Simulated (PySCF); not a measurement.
## PS: frontier orbitals

TPSSh at R = 1.906 Å; basis P cc-pV(D+d)Z, S cc-pV(D+d)Z; no relativity; PySCF 2.14. State: ²Π (doublet), unpaired electrons π ↑. Only the outer orbitals are listed, counted within each symmetry.

| spin | orbital | occ. | ε (eV) | on P (%) | main shells (%) |
| --- | --- | --- | --- | --- | --- |
| α | 7σ | 1 | -20.41 | 32 | 63 S s, 26 P s |
| α | 8σ | 1 | -14.23 | 59 | 58 P s, 29 S s, 12 S p |
| α | 9σ | 1 | -9.07 | 52 | 44 S p, 39 P p, 12 P s |
| α | 3π | 1 | -8.84 | 40 | 60 S p, 38 P p |
| α | 3π | 1 | -8.67 | 37 | 62 S p, 35 P p |
| α | 4π | 1 | -5.08 | 61 | 60 P p, 38 S p |
| α | 4π | 0 | -4.03 | 64 | 63 P p, 35 S p |
| α | 10σ | 0 | 0.74 | 72 | 61 P p, 29 S p, 9 P d |
| α | 11σ | 0 | 6.25 | 59 | 28 S d, 21 P s, 21 P p |
| β | 7σ | 1 | -20.15 | 31 | 64 S s, 23 P s |
| β | 8σ | 1 | -13.51 | 57 | 56 P s, 28 S s, 15 S p |
| β | 9σ | 1 | -8.75 | 55 | 42 S p, 39 P p, 15 P s |
| β | 3π | 1 | -8.56 | 34 | 65 S p, 32 P p |
| β | 3π | 1 | -7.92 | 31 | 68 S p, 29 P p |
| β | 4π | 0 | -3.77 | 67 | 66 P p, 32 S p |
| β | 4π | 0 | -2.92 | 70 | 70 P p, 29 S p |
| β | 10σ | 0 | 1.03 | 72 | 60 P p, 28 S p, 8 P d |

Problem. Which are the highest filled and the lowest empty level, where do they sit, and how wide is the gap?

Solution. Highest filled α 4π at -5.08 eV (in %: 60 P p, 38 S p); lowest empty α 4π at -4.03 eV (in %: 63 P p, 35 S p); the gap at TPSSh is 1.05 eV. Both belong to one degenerate shell, split only by its one-sided filling, so this is no excitation gap.

| Property | Result |
| --- | --- |
| bond order (Mayer) | 2.30 |
| ⟨S²⟩ | 0.755 |
| charge on P (Mulliken, basis-dependent) | 0.11 |
| charge on P (Löwdin, basis-dependent) | 0.07 |
| dipole moment (positive dipole means P(−)S(+)) | -0.65 D |

The state was picked by a PBE0 search and need not be the measured ground state.
